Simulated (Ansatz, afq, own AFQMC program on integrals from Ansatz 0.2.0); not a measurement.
**Atomization energy of CH₃N, singlet**

```yaml
atoms:
  - { symbol: N, position_ang: [0.0000, -0.1232, -0.6250] }
  - { symbol: C, position_ang: [0.0000, 0.0600, 0.6223] }
  - { symbol: H, position_ang: [0.0000, -0.8099, 1.2818] }
  - { symbol: H, position_ang: [0.0000, 1.0402, 1.1129] }
  - { symbol: H, position_ang: [0.0000, 0.7666, -1.1253] }
```

Connectivity, by distances: NH–CH2.

Atoms in their ground-state spins without spin–orbit coupling (mostly on UHF) minus the molecule (RHF), without zero-point energy. The geometry is a stationary point, not shown to be a minimum.

Basis aug-cc-pVDZ. Only valence electrons are correlated. AFQMC by an in-house program on the Cholesky factors that Ansatz 0.2.0 writes for its CCSD(T) run. ph-AFQMC/CISD is guided by a CISD state made of CCSD amplitudes; releasing the constraint for a short imaginary time cuts its bias at the price of noise, slowly where states lie close. Free AFQMC starts from the CCSD state and is never constrained. Its projection time is finite, and what remains of the start isn't in its error. Uncertainties: one standard error, sampling alone. The errors of all members are added in quadrature.

No full CI on the walks' own integrals is used here; CCSDT(Q) serves as the reference and is uncertain by about the last step of the cluster series. Each member takes its own surest rung, up to full CI.

The best estimate is CCSD(T) at the basis-set limit (CBS: def2-TZVPP and def2-QZVPP, with their diffuse functions for anions and beside diffuse sets, CCSD(T) itself extrapolated) plus the step from CCSD(T) to CCSDT(Q) in aug-cc-pVDZ. Rows without CBS are in aug-cc-pVDZ, the functionals in def2-TZVP; B2PLYP and the wave-function rows carry a basis error of their own. Core correlation and relativity beyond core potentials are missing, and ± holds the sampling alone.

Problem. Estimate: order these levels by their error in the atomization energy against the best estimate, smallest first.
A. MP2/CBS
B. HF/CBS
C. wB97M-V
D. CCSD

Solution. C (9.9 kJ/mol), A (19.2 kJ/mol), D (161.8 kJ/mol), B (576.2 kJ/mol).

Best estimate: 1832.7 kJ/mol.

Best estimates are given only where the step beyond CCSD(T) is under 0.3 eV and no member's determinant is very poor (T1 over 0.05, or 0.07 for open shells, ⟨S²⟩ too high by 0.3, two states mixed), so the hardest cases are missing from such tables.

The functionals ran in a triple-zeta set and keep a basis error of their own, a few kJ/mol for each bond in atomization energies and more for double hybrids, so close places among them and the extrapolated levels can swap.

Each member of a difference takes its own highest rung, so a best estimate needn't equal the limit plus the step of one row. A walk keeps the symmetry of its determinant, which the program's search chose and which needn't be the lowest solution, so a lower state of the same spin and another symmetry isn't excluded.
